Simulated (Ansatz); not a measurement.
C$_{3}$H$_{6}$FNO (`CC(N)(F)C=O`). Charge 0, multiplicity 1. All single points use the PBE0-D4/def2-TZVP geometry. It is one conformer, not always the lowest.

```xyz
12

C     0.892   -0.849    0.463
C     0.077    0.202   -0.259
N    -1.019   -0.375   -0.944
F     0.933    0.892   -1.113
C    -0.493    1.202    0.747
O    -0.280    2.376    0.735
H     1.248   -1.588   -0.259
H     1.756   -0.388    0.941
H     0.287   -1.356    1.215
H    -0.734   -1.147   -1.532
H    -1.518    0.307   -1.500
H    -1.148    0.724    1.506
```

(1) What is the dipole moment at PBE/def2-TZVPP? (An estimate is asked.)

(2) And with r2SCAN, B3LYP, ωB97M-V? (Estimate.)

(3) Give the Mulliken charges with PBE, B3LYP, r2SCAN in def2-TZVPP. (An estimate is asked.)

Results:

(1) Computed: 3.25 D, with components (-0.68, -3.17, -0.28) D in this frame, pointing from negative to positive charge.

(2) Computed: r2SCAN 3.37 D, B3LYP 3.43 D, ωB97M-V 3.41 D.

(3) Ansatz gave: 
```csv
atom,PBE,B3LYP,r2SCAN
C1,-0.28,-0.28,-0.18
C2,0.33,0.39,0.42
N3,-0.32,-0.33,-0.37
F4,-0.18,-0.23,-0.22
C5,0.01,0.04,0.09
O6,-0.18,-0.22,-0.25
H7,0.08,0.08,0.05
H8,0.11,0.11,0.07
H9,0.10,0.10,0.06
H10,0.14,0.13,0.15
H11,0.16,0.14,0.15
H12,0.04,0.06,0.03
```

B3LYP here is the variant with VWN-RPA as its local correlation; programs differ in this.
